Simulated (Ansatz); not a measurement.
Relaxation of BClH₅P (8 atoms, charge 0, multiplicity 1), to a largest force component of 0.03 eV/Å in at most 50 steps.

Computed with RKS B3LYP-D4/def2-SVP in Ansatz.

```xyz
8
Properties=species:S:1:pos:R:3:forces:R:3
B 0.105 -0.533 -0.243 0.01 -0.21 0.06
Cl -0.171 0.550 2.608 0.07 -1.01 0.03
H 1.099 0.134 -0.311 0.03 0.03 -0.04
H -0.969 -0.100 -0.561 0.00 0.03 0.00
P 0.212 -2.303 0.457 -0.05 0.17 -0.08
H -0.722 -3.008 -0.349 0.02 -0.03 0.02
H 1.422 -2.794 -0.098 0.02 -0.02 -0.01
H -0.061 -0.782 2.574 -0.09 1.02 0.03
```

Task: Where does it end, and by what steps?

Result: The run converged. After 8 steps the energy has fallen by 0.037 eV; Cl2 moved furthest, 0.35 Å.

```json
{"step": "0", "energy less start (eV)": "0.0000", "largest force component (eV/Å)": "1.025", "accepted": "yes"}
{"step": "1", "energy less start (eV)": "-0.0146", "largest force component (eV/Å)": "0.848", "accepted": "yes"}
{"step": "2", "energy less start (eV)": "-0.0192", "largest force component (eV/Å)": "0.828", "accepted": "yes"}
{"step": "3", "energy less start (eV)": "-0.0193", "largest force component (eV/Å)": "0.842", "accepted": "yes"}
{"step": "4", "energy less start (eV)": "0.0303", "largest force component (eV/Å)": "1.070", "accepted": "no"}
{"step": "5", "energy less start (eV)": "-0.0334", "largest force component (eV/Å)": "0.391", "accepted": "yes"}
{"step": "6", "energy less start (eV)": "-0.0366", "largest force component (eV/Å)": "0.049", "accepted": "yes"}
{"step": "7", "energy less start (eV)": "-0.0333", "largest force component (eV/Å)": "0.087", "accepted": "no"}
{"step": "8", "energy less start (eV)": "-0.0372", "largest force component (eV/Å)": "0.007", "accepted": "yes"}
```

```xyz
8
Properties=species:S:1:pos:R:3
B 0.129 -0.538 -0.384
Cl -0.226 0.481 2.945
H 1.128 0.122 -0.490
H -0.948 -0.083 -0.661
P 0.228 -2.231 0.421
H -0.742 -3.026 -0.241
H 1.427 -2.815 -0.062
H -0.082 -0.747 2.548
```

Whether the end is a true minimum wasn't checked by a vibrational analysis.

The run took 24 s on 1 thread of Arm Neoverse V2 (shared host), peak memory 0.12 GiB.
